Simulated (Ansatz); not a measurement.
Process, species as SMILES: OO (H2O2) → [O-]O + H+
B3LYP-D3(BJ)/def2-TZVP geometries, fixed; electronic energies without zero-point terms.
Largest species:
```xyz
4

O      0.0155     0.7238    -0.0702
O     -0.0112    -0.7261    -0.0419
H      0.8057     0.8967     0.4614
H     -0.8394    -0.8786     0.4355
```

Basis-set convergence of the deprotonation energy at PBE with Ansatz (a quantum-chemistry and plane-wave program). All functions are spherical. The program fits the integrals of some runs and decomposes those of others, by size. No added dispersion term, no relativity. Functions are those of the species that has most. Reference: the value in aug-pcseg-3, 379.96 kcal/mol, itself unsure by roughly 0.29 kcal/mol (its mean distance from aug-cc-pVQZ, def2-QZVPPD). Deviations are taken from unrounded values.

```tsv
basis	functions
pcseg-0	22
pcseg-1	38
aug-pcseg-1	64
pcseg-2	88
aug-pcseg-2	138
pcseg-3	186
aug-pcseg-3	268
```

Q: Which is the smallest pcseg set listed that can be trusted to 1 kcal/mol here, that is, within that of the reference together with its larger relatives (same family, alike in diffuse functions; a set with none to test it counts only in the reference's own line)?

A: The smallest set listed that lies within 1 kcal/mol of the reference with all its larger relatives (same family, alike in diffuse functions; a set with none counts only in the reference's own line) is aug-pcseg-2 (138 functions, -0.11 kcal/mol off). Value minus reference: pcseg-0 21.56, pcseg-1 17.39, aug-pcseg-1 -2.94, pcseg-2 6.51, aug-pcseg-2 -0.11, pcseg-3 2.00, aug-pcseg-3 0.00 kcal/mol.
